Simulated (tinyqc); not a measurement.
The integration grid: Kohn-Sham M06L on finer and finer grids in the sto-3g basis, for H2O, spin multiplicity 1. Computed by the program tinyqc with PySCF. Command: `OMP_NUM_THREADS=1 python tinyqc.py 112036 112037 out.jsonl`; one thread of a shared host (Intel(R) Xeon(R) Processor @ 2.60GHz), about 5 s.

Geometry (angstrom):
```
atom       x        y       z
O     0.0000   0.0000  0.0000
H     0.0000   0.7030  0.5910
H     0.0000  -0.7030  0.5910
```

Self-consistent on each grid; the net force on the molecule should vanish.

Kohn-Sham energy on Becke grids (radial x angular points per atom):
```
grid       points  residual of the electron count  E (hartree)  E - finest (mhartree)  largest net force without grid terms (hartree/bohr)
10 x 14       414                       -8.80e-02    -75.09382              199.45674                                             1.05e-01
15 x 26      1154                        2.33e-02    -75.36527              -71.99621                                             6.37e-02
20 x 50      2980                       -3.41e-03    -75.31937              -26.09964                                             1.09e-01
30 x 86      7724                        2.89e-04    -75.29506               -1.78183                                             2.63e-02
50 x 194    29048                       -2.69e-06    -75.29321                0.06121                                             1.78e-03
75 x 302    67872                       -2.52e-08    -75.29327               -0.00027                                             3.92e-04
120 x 590  212140                        2.81e-09    -75.29327                0.00000                                             3.03e-05
```

The energy is within 0.1 mhartree of the finest grid first at 50 x 194. The error has both signs, since quadrature is not variational. The electron count and the net force are cheap signs of a poor grid.
